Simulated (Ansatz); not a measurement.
Geometry optimisation, Ansatz, RHF/6-31G*.

input.yaml

```yaml
crystal:
  periodic: [false, false, false]
  atoms:
    - { symbol: Si, position_ang: [0.0, 0.0, 0.0] }
    - { symbol: H, position_ang: [0.0, 0.0, 1.81] }
    - { symbol: H, position_ang: [1.3768, 0.0, -0.4862] }
    - { symbol: H, position_ang: [-0.6877, 1.1914, -0.4862] }
    - { symbol: H, position_ang: [-0.6877, -1.1914, -0.4862] }
    - { symbol: "N", position_ang: [-2.0118, 0.0, 0.6685] }
    - { symbol: H, position_ang: [-2.7319, -0.6071, 0.1822] }
    - { symbol: Si, position_ang: [-2.5026, 1.0424, 2.0773] }
    - { symbol: H, position_ang: [-3.1705, 0.2206, 3.0824] }
    - { symbol: H, position_ang: [-1.3164, 1.6591, 2.6639] }
    - { symbol: H, position_ang: [-3.4153, 2.0851, 1.6175] }
    - { symbol: H, position_ang: [-0.9927, 0.0, 1.7642] }
basis:
  gaussian: { orbitals: "6-31G*" }
hamiltonian:
  xc: hf
relax:
  f_tol: 0.15
  max_steps: 25
  restrain:
    - { distance: [0, 5], at: 3.02, k: 30.0 }
    - { distance: [11, 1], at: 1.86, k: 30.0 }
    - { distance: [0, 1], at: 1.46, k: 30.0 }
    - { distance: [11, 5], at: 1.06, k: 30.0 }
```

Command:

```bash
$ ansatz run input.yaml --threads 1 --pin off --max-ram 2048MiB --backend cpu --events-out ev --progress --plain --runs-dir out
```

Task: Where does it end, and by what steps?

Result: It converged. The restraints hold the end off the free minimum; the threshold counts their pulls, which the force column leaves out. Restrained pairs: Si1–N6 (2.12 → 3.03 Å), H2–H12 (0.99 → 1.88 Å), Si1–H2 (1.81 → 1.47 Å), N6–H12 (1.50 → 1.02 Å). After 10 steps the energy has fallen by 6.317 eV (the restraints' own energy left out); H2 moved furthest, 0.91 Å.

| step | energy less start (eV) | largest force component (eV/Å) | accepted |
| --- | --- | --- | --- |
| 0 | 0.0000 | 3.817 | yes |
| 1 | -1.2666 | 4.233 | yes |
| 2 | -2.6218 | 5.291 | yes |
| 3 | -4.1640 | 4.145 | yes |
| 4 | -5.3179 | 2.811 | yes |
| 5 | -5.8083 | 2.536 | yes |
| 6 | -6.1474 | 1.846 | yes |
| 7 | -6.2816 | 1.208 | yes |
| 8 | -6.3045 | 1.230 | yes |
| 9 | -6.3198 | 1.221 | yes |
| 10 | -6.3167 | 1.265 | yes |

```xyz
12
Properties=species:S:1:pos:R:3
Si 0.415 0.014 -0.232
H 0.356 -0.508 1.139
H 1.821 -0.064 -0.693
H -0.013 1.424 -0.295
H -0.404 -0.844 -1.112
N -2.212 -0.117 1.269
H -2.869 -0.712 0.800
Si -2.826 1.174 2.258
H -3.606 0.736 3.440
H -1.662 1.937 2.748
H -3.698 2.032 1.433
H -1.440 -0.671 1.653
```

Run time: 6.8 s on 1 thread of AMD EPYC 9R45 96-Core Processor (Zen 5), on a shared host, peak memory 0.13 GiB.
